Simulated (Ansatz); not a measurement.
Relaxation of CH₆BF (9 atoms, charge 0, multiplicity 1), to a largest force component of 0.03 eV/Å in at most 50 steps.

These are results of Ansatz, RKS B3LYP/def2-TZVP, not measurements.

```xyz
9
Properties=species:S:1:pos:R:3:forces:R:3
B 0.019 0.171 0.272 0.02 0.15 0.54
C 0.039 0.217 1.854 0.13 0.29 -0.35
H -0.903 -0.112 2.294 -0.01 0.00 0.01
H 0.865 -0.354 2.286 -0.03 0.04 -0.03
H 0.185 1.259 2.167 -0.02 0.00 -0.01
F 1.166 0.110 -0.403 -0.03 0.00 0.03
H -0.980 0.263 -0.378 0.01 0.01 -0.04
H -0.360 -2.193 0.372 -0.21 -0.71 -1.35
H -0.270 -1.932 1.024 0.13 0.22 1.21
```

Problem. Where does it end, and by what steps?

Solution. It converged. The force dipped under the threshold on the way, but the program's further checks kept it going. After 24 steps the energy has fallen by 0.200 eV; H9 moved furthest, 2.86 Å.

```csv
step,energy less start (eV),largest force component (eV/Å),accepted
0,0.0000,1.350,yes
1,-0.1201,0.250,yes
2,-0.1567,0.325,yes
3,-0.1688,0.519,yes
4,-0.1804,0.179,yes
5,-0.1881,0.126,yes
6,-0.1867,0.333,no
7,-0.1899,0.100,yes
8,-0.1924,0.050,yes
9,-0.1927,0.215,yes
10,-0.1940,0.119,yes
11,-0.1951,0.083,yes
12,-0.1959,0.053,yes
13,-0.1966,0.074,yes
14,-0.1973,0.111,yes
15,-0.1977,0.116,yes
16,-0.1984,0.109,yes
17,-0.1984,0.108,no
18,-0.1988,0.069,yes
19,-0.1992,0.027,yes
20,-0.1995,0.026,yes
21,-0.1997,0.038,yes
22,-0.1998,0.037,yes
23,-0.1999,0.024,yes
24,-0.2000,0.017,yes
```

```xyz
9
Properties=species:S:1:pos:R:3
B 0.225 0.874 0.440
C 0.242 0.985 1.992
H -0.417 0.217 2.415
H 1.234 0.873 2.433
H -0.188 1.940 2.313
F 1.335 0.568 -0.228
H -0.756 1.042 -0.225
H -0.897 -4.425 -0.176
H -1.017 -4.646 0.524
```

Run time: 26 s on 4 threads of Arm Neoverse V1, with other jobs on the host, peak memory 0.21 GiB.
